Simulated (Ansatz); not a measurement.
Ideal-gas functions of C₃H₃F₃, SMILES `FC1CC1(F)F` at 298.15 K and 1 bar, from an Ansatz frequency run at PBE0-D4/def2-TZVP.

Molar mass 96.05 g/mol, point group C1 (symmetry number 1), electronic degeneracy 1, moments of inertia 86.351, 166.338, 191.613 u Å². Harmonic wavenumbers (cm⁻¹, unscaled): 193, 248, 388, 451, 488, 619, 750, 846, 898, 1019, 1029, 1068, 1128, 1204, 1281, 1346, 1398, 1535, 3160, 3188, 3260.

Use S(trans) = R[1.5 ln M + 2.5 ln T − 1.1517]; rotational temperatures θ = 24.2544 K / I; S(rot) = R[ln(√π/σ · √(T³/θAθBθC)) + 1.5]; for each mode x = 1.438777 ν̃/T, S = R[x/(eˣ − 1) − ln(1 − e⁻ˣ)] and H = RT x/(eˣ − 1); 1 cm⁻¹ = 0.0119627 kJ/mol; R = 8.31446 J/(mol·K).

**Question.** By hand: the entropy, in J/(mol·K).

**Answer.** Translation 165.8. Rotation: θ = 0.2809, 0.1458, 0.1266 K, giving 110.2. Vibration, mode by mode: 9.20, 7.30, 4.22, 3.32, 2.88, 1.75, 1.05, 0.72, 0.59, 0.36, 0.35, 0.30, 0.23, 0.17, 0.12, 0.09, 0.08, 0.04, 0.00, 0.00, 0.00, in all 32.8. Electronic 0.0. Sum 308.8 J/(mol·K).

**Question.** By hand: H − E and G − E in kJ/mol, counted from the electronic energy.

**Answer.** Zero-point energy ½ × 25497 × 0.0119627 = 152.5; thermal vibration 6.3; translation, rotation and pV give 4 RT = 9.9. H − E = 168.7 kJ/mol, and G − E = 168.7 − 298.15 × 308.8/1000 = 76.6 kJ/mol.

Vibration gives 11 % of the entropy. The sum counts one conformer and one mirror image; others add a mixing term.
